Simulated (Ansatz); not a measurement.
A made-up structure of CHS2, doublet:

S1  (0.840, -0.040, 1.907)
C2  (0.122, -0.244, 0.525)
S3  (-0.116, 0.607, -0.891)
H4  (0.529, -1.218, 0.624)
(Å)

It is relaxed with PBE-D4/def2-SVP and then PBE0-D4/def2-TZVP (Ansatz 0.2.0). Atoms count as bonded within 1.22 times the sum of their covalent radii (H–H: 0.88 Å). The end point is not checked to be a true minimum.

(1) Does its bonding change? (A judgement: the text doesn't fix the answer.)

## Answers

(1) The calculation gives: No: no bond forms or breaks.

Where it ends: The first stage lowers the energy by 1.12 eV in 6 steps. It ends as CHS₂ ([S][CH][S]):
```
4
angstrom
S 0.8180 0.0873 2.0850
C 0.3425 -0.1857 0.5467
S -0.1660 0.4909 -0.8496
H 0.3806 -1.2873 0.3830
```

Labels in which every atom is bracketed show which atoms are joined, not bond orders.

For scale, one of the runs: PBE0-D4/def2-TZVP relaxation, 111 basis functions, launched by `ansatz run in.yaml --threads 2 --pin off --events-out ev --progress --plain --max-ram 4352MiB`. Hardware: 2 CPU threads of an Arm Neoverse V2, shared host. Wall time about 22 s.
